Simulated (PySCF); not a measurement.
Species: C6H9 (charge -1).
Structure used (PBE0-D3(BJ)/def2-SVP), in Å, numbered top down from 1:
```
atom  x, y, z in Å
C1     2.8119    1.1524    1.3492
C2     2.3615    0.4036    0.4542
C3     1.7388   -0.4309   -0.5751
C4     0.2266   -0.6200   -0.3692
C5    -0.5325    0.6976   -0.3602
C6    -2.0075    0.5600   -0.0186
H7     1.8864   -0.0022   -1.5920
H8     2.2012   -1.4396   -0.6278
H9     0.0737   -1.1225    0.6032
H10   -0.1885   -1.2925   -1.1480
H11   -0.4220    1.1858   -1.3467
H12   -0.0174    1.3532    0.3635
H13   -2.5240    1.5346   -0.0222
H14   -2.5365   -0.0971   -0.7320
H15   -2.1404    0.1214    0.9848
```

The closed-shell ground state was solved at several levels (PySCF, density fitting, gas phase, non-relativistic). The geometry's basis has no diffuse functions, a weakness for an anion. Where the HOMO energy is positive, the finite basis confines the outermost electrons. No diffuse functions stand in 6-31G, STO-3G and pcSseg-1, which bears on an anion's orbital energies.

```tsv
level	basis functions	total energy (Eh)	HOMO (eV)	LUMO (eV)	gap (eV)
B3LYP/pcSseg-1	147	-233.9508	-0.26	4.43	4.69
CAM-B3LYP/pcSseg-1	147	-233.8001	-1.81	5.58	7.39
PBE0/6-31G	72	-233.5973	0.32	6.30	5.98
B97-2/pcSseg-1	147	-233.8507	-0.25	4.78	5.03
BLYP/pcSseg-1	147	-233.8150	1.06	3.95	2.89
mPW1PW91/pcSseg-1	147	-233.8815	-0.55	4.80	5.35
PBE0/STO-3G	39	-230.7218	4.98	14.16	9.18
PBE0/pcSseg-1	147	-233.6440	-0.52	4.76	5.28
wB97X-D/pcSseg-1	147	-233.8569	-2.38	6.55	8.93
BP86/pcSseg-1	147	-233.9389	0.79	4.01	3.22
KT3/pcSseg-1	147	-237.7918	0.74	3.87	3.13
```

(1) Estimate the row for LC-wPBE/pcSseg-1, a basis of 147 functions; the other rows only guide the guess.

(2) Over all these levels, which gives the widest orbital gap and which the narrowest?

(3) How much does the basis alone move the frontier levels among the 3 PBE0 rows?

(4) In the pcSseg-1 basis, how does the gap go with the fixed share of exact exchange?

Answers

(1) Total energy -233.7799 Eh, HOMO -3.24 eV, LUMO 6.91 eV, gap 10.15 eV.

(2) LC-wPBE/pcSseg-1 (range-separated hybrid) has the widest, 10.15 eV, and BLYP/pcSseg-1 (GGA) the narrowest, 2.89 eV. The two share the basis. From the narrowest to the widest the HOMO moves by -4.30 eV and the LUMO by +2.96 eV.

(3) The HOMO by 5.50 eV and the LUMO by 9.40 eV. By rising basis size (HOMO, LUMO in eV): STO-3G 4.98, 14.16; 6-31G 0.32, 6.30; pcSseg-1 -0.52, 4.76.

(4) BLYP (0 %) 2.89 eV; KT3 (0 %) 3.13 eV; BP86 (0 %) 3.22 eV; B3LYP (20 %) 4.69 eV; B97-2 (21 %) 5.03 eV; PBE0 (25 %) 5.28 eV; mPW1PW91 (25 %) 5.35 eV. Each rise in the share widens the gap here.

One conformer stands for the species.

The pairwise dispersion term of wB97X-D wasn't added to the energies; at a given geometry it leaves orbitals and properties as they are.
